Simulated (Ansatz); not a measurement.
Born–Oppenheimer molecular dynamics of BFH2Si (5 atoms, charge 0, multiplicity 1). It goes on from the last frame of an earlier run, with new velocities.

Theory: UKS PBE/def2-SVP (Ansatz 0.2.0).

```yaml
ensemble: NVE (velocity Verlet)
time_step: 0.5 fs
steps_asked: 150
starting_velocities_drawn_for: 700 K
seed: 628451
```

First frame:

```xyz
5
Properties=species:S:1:pos:R:3
B -1.033 -0.715 -0.322
Si 0.503 0.323 0.253
F 0.392 2.019 0.075
H -1.280 -1.852 -0.674
H 1.810 -0.470 0.925
```

(1) How far do the bonds stretch over the last three quarters of this one trajectory? (Pairs bonded in most of those frames.)

Answers

(1) 
```
  bond  mean (Å)  spread (Å)  shortest  longest
B1–Si2     1.919       0.129      1.76     2.12
 B1–H4     1.215       0.013      1.19     1.24
Si2–F3     1.670       0.045      1.60     1.74
Si2–H5     1.533       0.110      1.36     1.70
```

Mean temperature of the second half: 1145 K. The conserved energy stayed within 0.44 meV per atom of its start (net change -0.41 meV per atom), so the integration is sound. The system heated up, since it started high on the potential surface and ran downhill. A run of 0.075 ps of so small a system gives no equilibrium averages.

Run time: 2.2 min on 1 CPU thread of a shared host.
